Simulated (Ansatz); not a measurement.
# How far each method lies from UCCSDT(Q) for F–CH–Ga⁺, triplet

Geometry: that of the F–CH–Ga, doublet, kept fixed.

```xyz
4

F     0.0000   -0.3591    2.1394
C     0.0000    0.5643    1.1556
Ga    0.0000   -0.0220   -0.8053
H     0.0000    1.5648    1.6079
```

Basis cc-pVDZ; Ansatz 0.2.0. Only valence electrons are correlated (noble-gas cores and the filled d shells of p-block atoms frozen), which leaves 14 electrons in 44 orbitals. Prefix R: restricted or restricted open-shell reference; prefix U: unrestricted. Active spaces: frontier = (10e, 10o) about the gap. No spin–orbit coupling is included, and no scalar relativity.

Full CI isn't at hand for all of this; UCCSDT(Q) serves as the reference, and is uncertain by about the last step of the cluster series. The frozen core follows each run's orbitals, which can shift R against U totals by a few meV for light atoms and by up to 0.1 eV past Ca.

The UHF ⟨S²⟩ is 2.052. The T1 diagnostic (RCCSD) is 0.0353. The largest doubles amplitude (RCCSD) is 0.072 and the T1 diagnostic (UCCSD) is 0.0315.

```tsv
level	E − E(UCCSDT(Q)) (kJ/mol)	share of correlation (%)	wall time
UHF	932.4	3.41	–
UMP2	99.7	89.68	–
UCCSD	30.0	96.90	–
UCCSD(T)	5.8	99.40	14 s
UCCSDT	2.4	99.76	–
```

The correlation energy at UCCSDT(Q), counted from RHF, is -10.004 eV. That run took 81 s on 1 thread of Arm Neoverse V1, shared host.

Run but not shown, since their state or frozen core can't be matched to the reference's or they repeat it: RHF, RMP2, RCCSD, RCCSD(T), BCCD(T), RCCSDT, RCCSDT(Q), CASSCF (frontier space), NEVPT2 (frontier space).

Times hold each run's SCF and search for its determinant on a shared host, so for small cases they say little of a method's own cost; they ran on 1 thread of Arm Neoverse V1.
